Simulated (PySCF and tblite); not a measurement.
**C5H11N, numbered as in [CH3:1][C@@H:2]1[CH2:3][CH2:4][NH:5][CH2:6]1: conformational analysis**

Level: PBE0-D3(BJ)/def2-TZVP//PBE0-D3(BJ)/def2-SVP, thermal terms from GFN2-xTB, symmetry numbers and mirror pairs counted. Conformers within 4 kcal/mol (GFN2-xTB free energy) were kept, 5 at most. GIAO shieldings: PBE0/pcSseg-1. Shifts are against TMS (¹H), TMS (¹³C), NH3 (¹⁵N) at the same level; of two unlike H on one atom, a is the less shielded. Run with PySCF (density fitting) and tblite.

The 5-ring runs over atoms 2–3–4–5–6.

```
conformer                                                                    shape  symmetry  E(GFN2) kcal/mol  E(DFT) kcal/mol  G(298.15 K) kcal/mol  weight %  dipole D
        1  5-ring between envelope and twist (ring torsions -18, 41, -47, 33, -9°)        C1              1.07             0.00                  0.00      50.9      0.76
        2   5-ring between envelope and twist (ring torsions 21, -43, 47, -32, 7°)        C1              0.90             0.15                  0.25      33.2      0.93
        3  5-ring between envelope and twist (ring torsions -6, 28, -39, 35, -16°)        C1              0.00             0.11                  0.69      15.8      1.35
```

Weights (%) against temperature:

```tsv
T (K)	1	2	3	S(mix) cal/mol/K
200	56.0	32.0	12.0	1.88
250	52.9	32.8	14.2	1.95
298.15	50.9	33.2	15.8	1.99
350	49.4	33.5	17.1	2.02
400	48.3	33.6	18.1	2.04
```

Averaged shifts at 298.15 K. ¹H: 2.85 (H4a, 1H), 2.85 (H6a, 1H), 2.82 (H4b, 1H), 2.18 (H6b, 1H), 1.81 (H3a, 1H), 1.79 (H2, 1H), 0.99 (H1, 3H), 0.97 (H3b, 1H) ppm. ¹³C: 57.7 (C6), 49.1 (C4), 34.7 (C2), 33.9 (C3), 21.2 (C1) ppm. ¹⁵N: 57.7 (N5) ppm.

Coordinates of conformer 1 (Å):

```xyz
17

C     1.898    0.405    0.536
C     0.707    0.086   -0.350
C    -0.461    1.099   -0.253
C    -1.727    0.234   -0.122
N    -1.294   -1.069   -0.590
C     0.030   -1.252   -0.041
H     1.601    0.458    1.596
H     2.682   -0.364    0.447
H     2.350    1.371    0.267
H     1.040    0.047   -1.399
H    -0.500    1.739   -1.147
H    -0.345    1.765    0.616
H    -2.058    0.223    0.940
H    -2.572    0.612   -0.720
H    -1.939   -1.815   -0.348
H     0.547   -2.108   -0.505
H     0.035   -1.418    1.062
```

Coordinates of conformer 2 (Å):

```xyz
17

C     1.800   -0.445    0.661
C     0.656   -0.281   -0.330
C     0.064    1.153   -0.306
C    -1.361    0.988    0.246
N    -1.299   -0.287    0.932
C    -0.551   -1.154    0.046
H     2.615    0.267    0.455
H     1.436   -0.262    1.684
H     2.225   -1.460    0.625
H     1.010   -0.540   -1.340
H     0.057    1.619   -1.302
H     0.667    1.800    0.349
H    -1.653    1.798    0.933
H    -2.089    0.991   -0.596
H    -2.213   -0.655    1.179
H    -1.114   -1.431   -0.874
H    -0.258   -2.089    0.550
```

H on N, O and S are left out: they exchange, and hydrogen bonds move them by several ppm. Unscaled ¹⁵N shifts at such levels can be off by tens of ppm; differences between conformers or isomers are more reliable. Shifts are unscaled: against experiment ¹³C can be off by 15 ppm or more and ¹H by 0.8 ppm.

Search and properties took 110 s on 1 thread of Arm Neoverse V1 (shared host) (rough), launched as `OMP_NUM_THREADS=1 python ens_run.py task.json out`.


¹⁵N shifts are against a computed isolated NH3 molecule, about 20 ppm from the liquid.